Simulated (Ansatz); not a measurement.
C₂H₂, singlet: from triple and quadruple zeta to the limit

```yaml
atoms:
  - { symbol: C, position_ang: [0.0000, 0.0000, 0.5985] }
  - { symbol: C, position_ang: [0.0000, 0.0000, -0.5985] }
  - { symbol: H, position_ang: [0.0000, 0.0000, 1.6632] }
  - { symbol: H, position_ang: [0.0000, 0.0000, -1.6632] }
```

Connectivity, by distances: CH–CH.

Ansatz 0.2.0, RHF determinant, valence electrons correlated. Energies in eV.

```csv
set,X,functions,Hartree–Fock,MP2 correlation,CCSD(T) correlation,time
def2-TZVPP,3,90,-2091.2595,-8.3760,-9.1553,"0.99 s on 1 thread of Intel(R) Xeon(R) 6975P-C (Granite Rapids), with other jobs on the host"
def2-QZVPP,4,174,-2091.3505,-8.9160,-9.6238,"8.5 s on 1 thread of Intel(R) Xeon(R) 6975P-C (Granite Rapids), with other jobs on the host"
```

Hartree–Fock is taken to follow E(X) = E∞ + A·exp(−7.88·√X), correlation E(X) = E∞ + B·X^−2.97.

Work out the CCSD(T) energy at the limit, and how far the shortcut misses it that extrapolates MP2 and adds CCSD(T) minus MP2 from the smaller set.

Hartree–Fock: E∞ = E4 + 0.1377·(E4 − E3) = -2091.3630. Correlation: E∞ = E4 + 0.7407·(E4 − E3) = -9.9708 for CCSD(T) and -9.3161 for MP2. The limit is -2101.3338 eV, 0.360 eV below def2-QZVPP. The shortcut gives a correlation energy of -9.3161 + (-0.7793) = -10.0954, 125 meV lower than the direct value.
